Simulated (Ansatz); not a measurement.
A calculation with Ansatz (development build ahead of 0.2.0).

```yaml
crystal:
  periodic: [false, false, false]
  atoms:
    - { symbol: O, position_ang: [0.0, 0.0, -1.3915] }
    - { symbol: B, position_ang: [0.0, 0.0, 0.0] }
    - { symbol: O, position_ang: [0.0, 0.0, 1.3915] }
basis:
  gaussian: { orbitals: def2-SVP }
magnetization:
  initial_magnetization: 1
hamiltonian:
  xc: hf
correlation:
  method: mp2
  frozen_orbitals: { B: 1, O: 1 }
scf:
  omitted_lower_state_checks: [stability, starts, atomic_configurations, cluster_reference, orbital_swaps, given_window_search, neighbouring_geometries, increment]
```

The input is written out in the form of the current development build from the run's settings. Correlation on restricted open-shell orbitals is semicanonical, with singles.

Results

```
Converged                       : yes
Reference energy                : -174.23264 hartree
Correlation energy              : -0.42421 hartree
Total energy                    : -174.65685 hartree
Spin squared of the determinant : 0.750
```

Messages of the program:
```
mean field -4741.11170498 eV, -174.2326415171 hartree, gradient 4.4e-6 eV, S^2 0.750000; 0 other ends of a descent, 0 dependent functions left out
```

Caution: the determinant may break the point group.
